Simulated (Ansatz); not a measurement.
A made-up structure of CH$_{4}$AlS (charge +1), closed shell:

C1  (-0.806, -0.001, -0.222)
Al2  (0.433, 0.939, -0.130)
S3  (0.823, -1.222, -0.259)
H4  (-1.288, -0.081, -1.242)
H5  (-1.403, -0.134, 0.684)
H6  (1.249, 1.891, -0.010)
H7  (0.992, -1.391, 1.179)
(Å)

It is relaxed with PBE-D4/def2-SVP and then PBE0-D4/def2-TZVP (Ansatz 0.2.0). Atoms count as bonded within 1.22 times the sum of their covalent radii (H–H: 0.88 Å). The end point is not checked to be a true minimum.

(1) Does its bonding change? (Judge from chemistry; the calculation decides.)

Results:

(1) Computed: No: no bond forms or breaks.

Where it ends: The first stage lowers the energy by 3.43 eV in 7 steps. It ends as CH₄AlS ([CH2]1[AlH][SH]1), total charge +1:
C1  (-0.849, -0.125, -0.207)
Al2  (0.597, 1.106, -0.120)
S3  (0.685, -1.225, -0.239)
H4  (-1.368, -0.288, -1.151)
H5  (-1.499, -0.364, 0.631)
H6  (1.600, 2.285, -0.007)
H7  (0.834, -1.389, 1.092)
(Å)

Labels in which every atom is bracketed show which atoms are joined, not bond orders.

For scale, one of the runs: PBE0-D4/def2-TZVP relaxation, 129 basis functions, launched by `ansatz run in.yaml --threads 2 --pin off --events-out ev --progress --plain --max-ram 4352MiB`. The run took about 18 s on 2 CPU threads of an Arm Neoverse V2 (shared host).
